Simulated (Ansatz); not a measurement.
AlH3O (`[OH][AlH2]`) from Hartree–Fock to CCSD(T)

Z-matrix (Å, degrees):
```
Al
O 1 1.696
H 1 1.585 2 119.7
H 1 1.577 2 116.0 3 -180.0
H 2 0.956 1 123.4 3 -0.0
```

The species carries charge 0 and has multiplicity 1. The geometry is a stationary point of PBE0-D4/def2-TZVP. Frozen core, restricted reference, Ansatz. CBS rows extrapolate triple and quadruple zeta.

```
      basis     HF (Eh)  MP2 corr.  CCSD corr.       (T)  CCSD(T) total
   def2-SVP  -318.42737   -0.25971    -0.28009  -0.00491     -318.71237
 def2-TZVPP  -318.61358   -0.33104    -0.34854  -0.01036     -318.97248
 def2-QZVPP  -318.62501   -0.35752    -0.37106  -0.01205     -319.00812
  CBS(def2)           ?          ?           ?  -0.01330              ?
cc-pV(D+d)Z  -318.57277   -0.26122    -0.28215  -0.00510     -318.86002
cc-pV(T+d)Z  -318.61345   -0.33222    -0.34941  -0.01047     -318.97333
cc-pV(Q+d)Z  -318.62345   -0.35805           ?  -0.01202              ?
    CBS(cc)  -318.62646   -0.37644    -0.38746  -0.01314     -319.02706
```

**Question.** Fill in the withheld values. (An estimate is asked.)

**Answer.** The calculation gave: CBS(def2) HF (Eh): -318.62658; CBS(def2) MP2 corr.: -0.37713; CBS(def2) CCSD corr.: -0.38774; CBS(def2) CCSD(T) total: -319.02762; cc-pV(Q+d)Z CCSD corr.: -0.37164; cc-pV(Q+d)Z CCSD(T) total: -319.00711.
